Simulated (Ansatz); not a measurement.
The cation of BH$_{4}$NS (`NBS`) at the neutral geometry.

```yaml
crystal:
  periodic: [false, false, false]
  atoms:
    - {symbol: N, position_ang: [-0.919190, 0.393174, -0.612085]}
    - {symbol: B, position_ang: [0.157029, 0.144347, 0.234134]}
    - {symbol: S, position_ang: [1.088751, -1.407582, 0.085996]}
    - {symbol: H, position_ang: [-1.235614, -0.240267, -1.326472]}
    - {symbol: H, position_ang: [-1.454360, 1.241167, -0.555621]}
    - {symbol: H, position_ang: [0.466095, 0.952177, 1.056581]}
    - {symbol: H, position_ang: [1.958590, -1.151016, 1.071767]}
basis:
  gaussian: {orbitals: def2-TZVPP}
total_charge: 1
magnetization: {spin_polarized: true, initial_magnetization: 1}
correlation: {method: ccsd_t}
scf: {omitted_lower_state_checks: [cluster_reference]}
```

```sh
$ ansatz run in.yaml --threads 2 --pin off --events-out ev --progress --plain
```

Shortened log:

```
Functional definition: HF
926 factors; integrals over basis functions are off by at most 9.4e-4 eV
mean field evaluation 1: about -13022.8984 eV, gradient 3.6e1 eV
mean field evaluation 2: about -13022.9028 eV, gradient 3.6e1 eV
mean field evaluation 4: about -13028.5725 eV, gradient 3.2e0 eV
mean field evaluation 8: about -13028.6980 eV, gradient 2.2e-1 eV
mean field evaluation 16: about -13028.4481 eV, gradient 1.5e0 eV
mean field evaluation 32: about -13028.5824 eV, gradient 9.1e-1 eV
mean field -13028.70131069 eV, -478.7959419970 hartree, gradient 2.3e-6 eV, S^2 0.804878; 4 other end points of the search recorded, 0 dependent functions left out
7 core orbitals not correlated: weight in the atoms' cores, before any rotation towards them, 1.000 or more for the frozen orbitals, at most 0.000 for the correlated occupied ones
reference -13028.70131069 eV, -478.7959419970 hartree; 9, 8 occupied and 144, 145 virtual orbitals, 926 factors
second order -12.45227008 eV of doubles, -0.00000000 eV of singles
cycle   1  -13.08889744 eV  change   -6.4e-1 eV  update   9.0e-2
cycle   2  -13.46657561 eV  change   -3.8e-1 eV  update   3.2e-2
cycle   3  -13.56573795 eV  change   -9.9e-2 eV  update   2.6e-2
cycle   4  -13.56544759 eV  change    2.9e-4 eV  update   1.3e-2
cycle   5  -13.56855577 eV  change   -3.1e-3 eV  update   9.1e-3
cycle   6  -13.57152263 eV  change   -3.0e-3 eV  update   5.1e-3
cycle   7  -13.57266161 eV  change   -1.1e-3 eV  update   2.8e-3
cycle   8  -13.57395993 eV  change   -1.3e-3 eV  update   1.3e-3
cycle   9  -13.57381226 eV  change    1.5e-4 eV  update   3.9e-4
cycle  10  -13.57372020 eV  change    9.2e-5 eV  update   1.1e-4
cycle  11  -13.57379658 eV  change   -7.6e-5 eV  update   4.0e-5
cycle  12  -13.57379113 eV  change    5.4e-6 eV  update   1.6e-5
perturbative correction -0.57759434 eV, -0.0212262006 hartree
Total energy: -13042.85269617 eV, -479.3159958211 hartree
Checks for a lower state left out: cluster_reference
```

Hardware: 2 threads of a server CPU on a shared host. Wall time 67 s, peak host memory 2.8 GiB.
